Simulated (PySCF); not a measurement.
# CCl₄: double against triple zeta

Base calculation in PySCF with density fitting and no spin–orbit coupling, PBE/def2-SVP (no relativity): singlet, Td, C–Cl 1.789 Å (×4); wavenumbers 208 (×2), 307 (×3), 450, 730 (×3) cm⁻¹; gap between the highest occupied and lowest empty levels 5.25 eV, polar-tensor charge of C 1.47 e, atomisation energy (no zero-point energy) 1404 kJ/mol.

Problem. What changes on going to PBE/def2-TZVP (no relativity)?

Solution. The point group stays the same. Changes: mean bond to C -0.007 Å, highest wavenumber -13 cm⁻¹, lowest wavenumber 0 cm⁻¹, gap between the highest occupied and lowest empty levels -0.37 eV, polar-tensor charge of C -0.07 e, atomisation energy (no zero-point energy) -5 kJ/mol. The new structure has C–Cl 1.782 Å (×4), with wavenumbers 208 (×2), 303 (×3), 446, 717 (×3) cm⁻¹. The larger basis shortens the bonds, as added polarisation functions usually do.

Only the bonding shown was studied: isomers, or loss of a ligand pair, can lie lower.
